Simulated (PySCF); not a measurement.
Fill in the blanks.

Formaldoxime, CH3NO.
Z-matrix (Å and degrees, GFN2-xTB geometry), rows numbered from 1:
```
C 
N   1  1.2559
O   2  1.3877  1  116.01
H   1  1.0758  2  116.47  3   179.98
H   1  1.0864  2  124.30  3    -0.02
H   3  0.9676  2  104.61  1   179.96
```

```csv
property,level,value
point group of the GFN2-xTB geometry,GFN2-xTB,Cs
"rotational constants A, B, C of the GFN2-xTB geometry",GFN2-xTB,"76.625, 11.476, 9.982 GHz"
dipole moment,wB97X-D/def2-SVPD,?
HOMO energy,wB97X-D/def2-SVPD,?
LUMO energy,wB97X-D/def2-SVPD,1.62 eV
lowest singlet excitation,TDDFT wB97X-D/def2-SVPD,"5.80 eV (214 nm, f = 0.001)"
strongest line among the 8 lowest singlet transitions,TDDFT wB97X-D/def2-SVPD,"S2 at 7.16 eV (173 nm, f = 0.178)"
lowest triplet excitation (Tamm–Dancoff),TDA wB97X-D/def2-SVPD,?
static isotropic polarisability,wB97X-D/def2-SVPD,?
electronic spatial extent ⟨r²⟩ about the centre of nuclear charge,wB97X-D/def2-SVPD,147 bohr²
```

The electronic properties come from PySCF, for the isolated species, density fitting.

Task: Give the HOMO energy.

Result: -9.93 eV.

Task: The lowest triplet excitation (Tamm–Dancoff)?

Result: 4.58 eV.

Task: The dipole moment?

Result: 0.36 D.

Task: What is the static isotropic polarisability?

Result: 27.8 au.

In wavenumbers S1 is 46800 cm⁻¹ (1 eV = 8065.54 cm⁻¹). The vertical singlet–triplet gap S1 − T1 is 1.22 eV (TDDFT singlet less Tamm–Dancoff triplet; S1: HOMO−1→LUMO, weight 0.99; T1: HOMO→LUMO, weight 0.93). In atomic units the dipole is 0.14 e·bohr (1 au = 2.5417 D). No computed singlet falls in the visible range (750 to 380 nm, 1.65 to 3.26 eV); S1 lies 2.54 eV above its blue end.

One conformer stands for the species.
